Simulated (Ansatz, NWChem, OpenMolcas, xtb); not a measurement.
# How methods differ on CF4 (tetrafluoromethane)

CF4 has 5 atoms, charge 0, and is taken as a singlet. SMILES: `FC(F)(F)F`. Geometry: relaxed at PBE0-D4/def2-TZVP.

```xyz
5

F    -0.8501    0.0253    0.9895
C     0.0100   -0.0147   -0.0083
F     1.1575   -0.5013    0.4201
F    -0.4640   -0.7860   -0.9662
F     0.1966    1.2030   -0.4767
```

Quantity: the energy change with the C2–F4 bond stretched from 1.318 to 1.713 Å, in eV. The values are calculated.

```
                           level                    kind     program  value (eV)  less CCSD(T)/aug-cc-pVDZ
                          GFN-FF             force field         xtb        1.41                     +0.02
     HF/aug-cc-pVDZ (restricted)            Hartree–Fock      Ansatz        2.16                     +0.77
    PBE/aug-cc-pVDZ (restricted)                     GGA      NWChem        1.12                     -0.27
  M06-L/aug-cc-pVDZ (restricted)                meta-GGA      NWChem        1.37                     -0.02
   PBE0/aug-cc-pVDZ (restricted)           global hybrid      NWChem        1.54                     +0.15
  wB97X/aug-cc-pVDZ (restricted)  range-separated hybrid      NWChem        1.52                     +0.13
 B2PLYP/aug-cc-pVDZ (restricted)           double hybrid  OpenMolcas        1.39                      0.00
    MP2/aug-cc-pVDZ (restricted)     perturbation theory      Ansatz        1.39                      0.00
CCSD(T)/aug-cc-pVDZ (restricted)   coupled cluster or CI      NWChem        1.39                      0.00
```

CCSD(T)/aug-cc-pVDZ (restricted) is the highest level here, not the true value. The first shape isn't each level's own minimum. The values span 1.12 to 2.16 eV.
